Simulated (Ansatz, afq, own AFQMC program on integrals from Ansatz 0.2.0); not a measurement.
# Where AFQMC and coupled cluster stand for Al⁻, singlet

A free Al anion.

Basis aug-cc-pVDZ. Noble-gas cores (and the filled d shells of Ga–Kr and In–Xe) are frozen. Ansatz 0.2.0 and our own AFQMC program on the same integrals; the CISD trial comes from CCSD amplitudes, and released means the phaseless constraint is let go. Error bars are statistical, one sigma.

Determinant: RHF, the one that the program's search chose, which needn't be the lowest solution.

Full CI on the same integrals is exact in this basis and with this determinant's frozen core.

Cautions: another spin lies lower (by 440 meV); at this level and basis the anion state lies above a neutral one; restricted determinant unstable towards unrestricted (UHF 746 meV lower, ⟨S²⟩ 1.04); strong correlation (T1 0.022, weight of the determinant 0.82, largest double 0.15); the released energies are still falling, so no released level is given (meV from the phaseless value at times in 1/Eh: -2.2 ± 2.4 at 0.24, -5.6 ± 2.1 at 0.51, -9.5 ± 1.5 at 0.99, -15.0 ± 1.3 at 1.62, -17.2 ± 2.2 at 2.40); the determinant fills the p orbitals unequally in pairs, so it mixes two states of the atom (¹D and ¹S), and each level undoes that mixture to a different degree, while full CI gives the lower state; CCSDT(Q) on the UHF determinant differs (453 meV lower), perhaps since the unrestricted series falls towards higher spin.

```
T1 diagnostic                               : 0.0216
weight of the determinant in the CISD state : 0.817
size of the correlated space                : 4 electrons in 22 orbitals
```

Reference: full CI, correlation energy -2.188 eV. The cautions show a poor starting determinant, so the rows tell how each method copes with it here, and full CI is the sure value.

| level | E − E(reference) (kcal/mol) | share of correlation (%) |
| --- | --- | --- |
| HF | 50.45 | 0.00 |
| MP2 | 18.22 | 63.89 |
| CCSD | 3.77 | 92.52 |
| CCSD(T) | 1.93 | 96.18 |
| CCSDT | 0.93 | 98.16 |
| CCSDT(Q) | 0.31 | 99.38 |
| ph-AFQMC/HF | 3.83 ± 0.36 | 92.41 |
| ph-AFQMC/CISD | 2.15 ± 0.06 | 95.75 |

CCSDT and higher add their correlation energy to the determinant of the CCSD(T) run, since their own runs factorise the integrals more tightly (a shift of under 2 meV).
